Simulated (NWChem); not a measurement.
# ROM06-SX/DGauss-TZVP run of CHS (SMILES [CH]=S)

What is the vertical electron affinity of CHS at ROM06-SX/DGauss-TZVP? 

The results are computed with NWChem 7.3.0.

2 further runs of the same task are left out: 1 that didn't finish, 1 set aside as unsound or not needed.

**1. The molecule**

The species is CHS (3 atoms), meant as a doublet with charge 0. SMILES: `[CH]=S`. Geometry: relaxed at GFN2-xTB.

Bond lengths: C1–S2 1.564 Å, C1–H3 1.076 Å. Angles: S2–C1–H3 129.0°.

**2. Energy and gradient at ROM06-SX/DGauss-TZVP**

chs.nw reads:

```
start chs
title "CHS"
memory 2200 mb
geometry units angstroms noautosym nocenter noautoz
C       -0.162530       0.369280      -0.045900
S        1.131220      -0.233320       0.594460
H       -0.968690      -0.135960      -0.548560
end
basis "ao basis" spherical
* library "tzvp (dft orbital)"
end
dft
xc m06-sx
mult 2
rodft
cgmin
grid xfine
maxiter 100
mulliken
end
task dft gradient
```

Command:

```
nwchem chs.nw > chs.out
```

What it wrote:

```text
[...]
          Wavefunction type:  restricted open shell.
          No. of atoms     :     3
          No. of electrons :    23
[...]
          Charge           :     0
          Spin multiplicity:     2
[...]
          AO basis - number of functions:    46
[...]
              XC Information
              --------------
                      MN12-SX Method XC Functional
                     Hartree-Fock (Exact) Exchange  0.335
                        M06-SX Exchange Functional  1.000
                      M06-SX Correlation Potential  1.000
[...]
         Total DFT energy =     -436.728760145006
      One electron energy =     -678.452701646881
           Coulomb energy =      224.284014860712
    Exchange-Corr. energy =      -21.524862451821
 Nuclear repulsion energy =       38.964789092985
[...]
  wavefunction    = open shell
[...]
                         DFT ENERGY GRADIENTS
    atom               coordinates                        gradient
                 x          y          z           x          y          z
   1 C      -0.307137   0.697838  -0.086738   -0.015792   0.003306  -0.008293
   2 S       2.137696  -0.440911   1.123367    0.006707  -0.007106   0.002851
   3 H      -1.830559  -0.256927  -1.036628    0.009085   0.003800   0.005442
[...]
```

Wall time 13 s (1 thread of Intel Xeon 6975P-C (Granite Rapids), shared host); peak memory 0.12 GiB.

**3. The singlet anion, same level**

calc.nw reads:

```
start calc
memory total 2200 mb
charge -1

geometry units angstroms noautosym nocenter
   zmatrix
     C
     S 1 1.564282
     H 1 1.076024 2 129.04907
   end
end

basis spherical
   * library "tzvp (dft orbital)"
end

dft
   xc m06-sx
   mult 1
   grid xfine
   iterations 150
   mulliken
end

task dft gradient
```

Command:

```
nwchem calc.nw > calc.out
```

What it wrote:

```text
[...]
          Wavefunction type:  closed shell.
          No. of atoms     :     3
          No. of electrons :    24
[...]
          Charge           :    -1
          Spin multiplicity:     1
[...]
          AO basis - number of functions:    46
[...]
              XC Information
              --------------
                      MN12-SX Method XC Functional
                     Hartree-Fock (Exact) Exchange  0.335
                        M06-SX Exchange Functional  1.000
                      M06-SX Correlation Potential  1.000
[...]
 d= 0,ls=0.0,diis     1   -436.4812664382 -4.75D+02  5.11D-02  2.71D+00     0.9
[...]
 d= 0,ls=0.0,diis     8   -436.7200414431 -2.99D-08  8.04D-06  1.51D-07     5.7
         Total DFT energy =     -436.720041443124
      One electron energy =     -684.983573899731
           Coulomb energy =      240.858149497318
    Exchange-Corr. energy =      -31.559397632287
 Nuclear repulsion energy =       38.964780591576
[...]
      Total Density - Mulliken Population Analysis
     ---------------------------------------------
    Atom       Charge   Shell Charges
 -----------   ------   -------------------------------------------------------
    1 C    6     6.65   2.03 -0.03  0.81  0.70  1.20  1.28  0.61  0.05
    2 S   16    16.35   2.00  2.03 -0.02  1.03  0.82  6.01  0.76  2.34  1.33  0.07
    3 H    1     1.00   0.15  0.44  0.38  0.03
[...]
  wavefunction    = closed shell
[...]
                         DFT ENERGY GRADIENTS
    atom               coordinates                        gradient
                 x          y          z           x          y          z
   1 C       0.000000   0.000000   0.000000    0.052267   0.000000   0.083227
   2 S       0.000000   0.000000   2.956064   -0.018412  -0.000000  -0.076226
   3 H       1.579145   0.000000  -1.281007   -0.033855  -0.000000  -0.007001
[...]
```

Run time: 8.7 s. Hardware: 1 thread of Intel Xeon 6975P-C (Granite Rapids), shared host; peak memory 0.12 GiB.

**4. Summary of results**

Level: ROM06-SX/DGauss-TZVP.

| quantity | value |
| --- | --- |
| doublet CHS: total energy | -436.72876 Eh |
| doublet CHS: largest force on an atom | 0.933 eV/Å |
| singlet anion: total energy | -436.72004 Eh |
| singlet anion: HOMO energy | 2.84 eV |
| singlet anion: LUMO energy | 5.10 eV |
| singlet anion: HOMO–LUMO gap (to an unbound level, set by the basis) | 2.26 eV |
| singlet anion: largest force on an atom | 5.054 eV/Å |
| vertical electron affinity (to the singlet anion) | -0.237 eV |

The anion lies 0.24 eV (5.5 kcal/mol) above the neutral: the electron isn't bound at this level, and such a value depends on the basis. Without diffuse functions anions come out too high. The largest force (doublet CHS) is 0.93 eV/Å: the shape isn't a stationary point for this species at this level. Mulliken charges (singlet anion) run from -0.65 on C1 to +0.00 on H3; they depend strongly on the basis. The HOMO (singlet anion) lies at positive energy, 2.84 eV; only total energies tell whether the electron is bound.
